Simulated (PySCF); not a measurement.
**Boron: a sound run and one with changed settings**

Sound run: B [He] 2s2 2p1, B+ [He] 2s2. All numbers are calculated (PySCF 2.14, the spin-free X2C one-electron Hamiltonian (Gaussian nucleus), in jorge-DZP-DKH (4s2p1d, 15 functions)). In the sound run the correlated levels freeze 1s2. The sound run starts from symmetry-adapted Hartree-Fock orbitals and uses a fine grid where one is needed.

Changed run: initial guess minao, at most 50 SCF cycles.

```csv
species,method,sound run (hartree),changed run (hartree),converged
B,UHF,-24.53694,-24.53694,yes
B,M06-2X,-24.65566,-24.65566,yes
B,CCSD(T),-24.59689,-24.59689,yes
B+,PBE0,-24.30586,-24.30586,yes
B+,MP2,-24.27514,-24.27514,yes
```

Here the plain start reaches the same solutions.
